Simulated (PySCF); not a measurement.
**Relaxation of singlet [PH4]+**

Computed with PySCF, PBE0, basis P def2-TZVP, H def2-TZVP (no relativity, density fitting). A (50,194) grid was used.

A start at or just off a symmetric point, pushed along the force that breaks its symmetry, of D2d symmetry, free to break it:

```xyz
5
charge 1 multiplicity 1, angstrom
P     0.0000    0.0000    0.0000
H     1.4621    0.0000    0.0500
H     0.0000    1.4621   -0.0500
H    -1.4621    0.0000    0.0500
H     0.0000   -1.4621   -0.0500
```

At each step, columns x, y, z (Å) and Fx, Fy, Fz (eV/Å):

```
step 0  E − E(last) = 514.77 kJ/mol
P    0.000   0.000   0.000   0.000   0.000   0.000
H    1.462   0.000   0.050  -0.235   0.000   2.825
H    0.000   1.462  -0.050   0.000  -0.235  -2.825
H   -1.462   0.000   0.050   0.235   0.000   2.825
H    0.000  -1.462  -0.050   0.000   0.235  -2.825
step 1  E − E(last) = 309.84 kJ/mol
P    0.000   0.000   0.000   0.018   0.018   0.000
H    1.451   0.000   0.261  -1.180   0.000   2.036
H    0.000   1.451  -0.261   0.000  -1.180  -2.036
H   -1.450   0.000   0.261   1.162   0.000   2.040
H    0.000  -1.450  -0.261   0.000   1.162  -2.040
step 2  E − E(last) = 142.10 kJ/mol
P    0.000   0.000   0.000   0.018   0.018   0.000
H    1.382   0.000   0.475  -1.397  -0.001   1.145
H    0.000   1.382  -0.475  -0.001  -1.397  -1.145
H   -1.381   0.000   0.476   1.380  -0.001   1.151
H    0.000  -1.381  -0.476  -0.001   1.380  -1.151
step 3  E − E(last) = 41.99 kJ/mol
P    0.000   0.000   0.000   0.007   0.007   0.000
H    1.283   0.000   0.648  -1.022  -0.001   0.459
H    0.000   1.283  -0.648  -0.001  -1.022  -0.459
H   -1.283   0.000   0.648   1.016  -0.001   0.460
H    0.000  -1.283  -0.648  -0.001   1.016  -0.460
step 4  E − E(last) = 3.96 kJ/mol
P    0.000   0.000   0.000  -0.001  -0.001   0.000
H    1.189   0.000   0.766  -0.386   0.000   0.077
H    0.000   1.189  -0.766   0.000  -0.386  -0.077
H   -1.188   0.000   0.766   0.387   0.000   0.076
H    0.000  -1.188  -0.766   0.000   0.387  -0.076
step 5  E − E(last) = 0.01 kJ/mol
P    0.000   0.000   0.000  -0.001  -0.001   0.000
H    1.146   0.000   0.808  -0.032   0.000  -0.014
H    0.000   1.146  -0.808   0.000  -0.032   0.014
H   -1.146   0.000   0.808   0.032   0.000  -0.014
H    0.000  -1.146  -0.808   0.000   0.032   0.014
step 6  E − E(last) = 0.00 kJ/mol
P    0.000   0.000   0.000  -0.002  -0.002   0.000
H    1.144   0.000   0.809   0.001   0.000   0.001
H    0.000   1.144  -0.809   0.000   0.001  -0.001
H   -1.144   0.000   0.809   0.001   0.000   0.000
H    0.000  -1.144  -0.809   0.000   0.001   0.000
```

It ends at Td with P–H 1.401 Å (×4); H–P–H 109.5° (×6). A frequency run shows a minimum. Other isomers or separated fragments may lie lower.

The relaxation took 3.3 s on 2 threads of a shared Arm Neoverse V2 host, with 61 basis functions and 7 gradients; the process peaked at 0.49 GiB.
